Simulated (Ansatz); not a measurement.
Cohesive energy (eV/atom) of solids drawn from the class of elemental solids other than molecular ones, at two levels: PBE (Ansatz, a quantum-chemistry and plane-wave program, plane waves, PAW), and r²SCAN (Ansatz, PAW).

```tsv
solid	PBE	r²SCAN	shift (eV/atom)
fcc Au	3.05	3.43	+0.38
bcc Fe	4.91	4.66	-0.25
α-phase Ga	2.63	2.84	+0.21
hcp Zn	1.11	1.47	+0.36
fcc Pd	3.71	4.09	+0.38
bcc Cs	0.71	0.68	-0.03
hcp Hf	6.41	6.36	-0.05
bcc Ta	8.13	7.96	-0.17
fcc Ag	2.53	2.87	+0.34
fcc Ir	7.34	7.12	-0.22
```

The shifts run from -0.25 eV/atom to +0.38 eV/atom, with a median of +0.09 eV/atom.

Over all 10 rows r²SCAN is the larger in 5.

Ansatz's runs of these crystals have no spin polarisation, but for bcc Fe. Meta-GGA and hybrid levels favour moments, which can bear on bcc Fe, fcc Pd.

Density-functional runs with spin start from parallel moments for bcc Fe.

Spin–orbit coupling is left out, also for the solids with elements from indium on (fcc Au, bcc Cs, hcp Hf, bcc Ta, fcc Ir); its size isn't shown.

Free atoms are spin-polarised, in the lowest state found; at levels without +SOC their spin–orbit coupling is left out. Each level is taken at its own relaxed cell. Ansatz's density-functional and Hartree–Fock values are scalar-relativistic unless marked +SOC, with PAW data made under PBE.
